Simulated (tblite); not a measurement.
# C6H5Cl2F: the cost of one run

Programs: tblite 0.8.0 and PySCF 2.14.0. All values are calculated, for the isolated system unless a continuum is named. Atoms count from 0, parts from 1.

## 1. Starting point

14 atoms, charge 0, multiplicity 1; geometry: rigid parts in contact. Parts: 1 = atoms 0–11, `Clc1ccccc1`, charge 0; 2 = atoms 12–13, `FCl`, charge 0.

## 2. Search for minima with GFN2-xTB

The job: settings as JSON, then the geometry in Å.

```
{"job": {"kind": "dock", "xc": "GFN2-xTB", "basis": "xTB"}, "charge": 0, "multiplicity": 1, "parts": [{"atoms": "0-11", "charge": 0, "multiplicity": 1}, {"atoms": "12-13", "charge": 0, "multiplicity": 1}]}
Cl     3.017066     0.447897    -0.015422
C      1.305432     0.193822    -0.004237
C      0.454355     1.285986     0.038741
C     -0.913795     1.075600     0.041081
C     -1.424165    -0.211216     0.003650
C     -0.562461    -1.294517    -0.034740
C      0.807615    -1.098388    -0.039689
H      0.860511     2.284884     0.068387
H     -1.581780     1.923236     0.071992
H     -2.492052    -0.369941     0.003357
H     -0.955286    -2.299850    -0.061161
H      1.484560    -1.937514    -0.071961
Cl    -0.173212     2.822260    -2.314847
F     -0.061046     4.017995    -3.491381
```

With the program's defaults for keys left out, this is: GFN2-xTB search for minima from random contacts, gas phase.

Command:

```console
> OMP_NUM_THREADS=1 python cluster_run.py task.json out
```

This one command runs all jobs of the session in turn.

Q: Estimate the wall time of this first job on 1 thread of Arm Neoverse V1, shared host.

About 27 s.
